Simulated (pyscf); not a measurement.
H₃C–GaH–CH₃ + H₂C=CH₂ → H₃C–CH₂–Ga(CH₃)–CH₃ (addition across a multiple bond or ene-type step; singlet surface; Ga–H broken, C–Ga, C–H formed). Single points on ωB97X-D3(BJ)/def2-SVP structures (PySCF, gas phase). Energies in kcal/mol from the separated reactants.

| level | barrier | reaction energy |
|---|---|---|
| PBE/def2-TZVP | 3.8 | -29.6 |
| r²SCAN/def2-TZVP | … | … |
| B3LYP-D3(BJ)/def2-TZVP | … | -28.4 |
| PBE0-D3(BJ)/def2-TZVP | 2.7 | -33.8 |
| M06-2X/def2-TZVP | 5.6 | -31.9 |
| ωB97M-D3(BJ)/def2-TZVP | 8.8 | -29.7 |

Question: Complete the blanks.

Answer: 
- r²SCAN/def2-TZVP, barrier: 2.2
- r²SCAN/def2-TZVP, reaction energy: -31.2
- B3LYP-D3(BJ)/def2-TZVP, barrier: 8.4

The functionals in the table span 6.7 kcal/mol in this barrier, from r²SCAN to ωB97M-D3(BJ). On the reactant side the descent ends in a bound adduct, 10.1 kcal/mol under the separated species and 16.1 kcal/mol under the saddle at ωB97X-D3(BJ)/def2-TZVP. At the saddle there is also a short C–Ga contact that neither side keeps. At ωB97X-D3(BJ) the barrier from the zero used here is 6.0 kcal/mol. One saddle was located; it need not be the lowest between these sides. Elements up to Kr have no core potential and no relativistic terms here.
